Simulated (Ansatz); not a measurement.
# C3O2: the cost of one run

Computed with Ansatz 0.2.0 (the levels named in each step, unless a step's input says otherwise).

## Step 1: The system as given

Bond lengths: O1–C2 1.156 Å, C2–C3 1.269 Å, C3–C4 1.269 Å, C4–O5 1.156 Å. Angles: O1–C2–C3 180.0°, C2–C3–C4 180.0°, C3–C4–O5 180.0°.

Coordinates:

```xyz
5

O     0.0000    0.0000   -2.4245
C     0.0000    0.0000   -1.2690
C     0.0000    0.0000    0.0000
C     0.0000    0.0000    1.2690
O     0.0000    0.0000    2.4245
```

## Step 2: A rough first relaxation, PBE-D4/def2-SVP

The input, input.yaml:

```yaml
crystal:
  periodic: [false, false, false]
  atoms:
    - { symbol: O, position_ang: [0.0, 0.0, -2.42454] }
    - { symbol: C, position_ang: [0.0, 0.0, -1.26899] }
    - { symbol: C, position_ang: [0.0, 0.0, 0.0] }
    - { symbol: C, position_ang: [0.0, 0.0, 1.26898] }
    - { symbol: O, position_ang: [0.0, 0.0, 2.42454] }
basis:
  gaussian: { orbitals: def2-SVP }
hamiltonian:
  xc: pbe
  dispersion: d4
relax:
  f_tol: 0.03
  max_steps: 200
```

Run with:

```sh
ansatz run input.yaml --threads 2 --pin off --max-ram 5120MiB --backend cpu --events-out ev --progress --plain --runs-dir out
```

**Question.** How long does this run take on 2 threads of Intel Xeon 6975P-C (Granite Rapids), shared host, and how much memory does it need?

About 1.4 s, with a peak of 0.13 GiB.
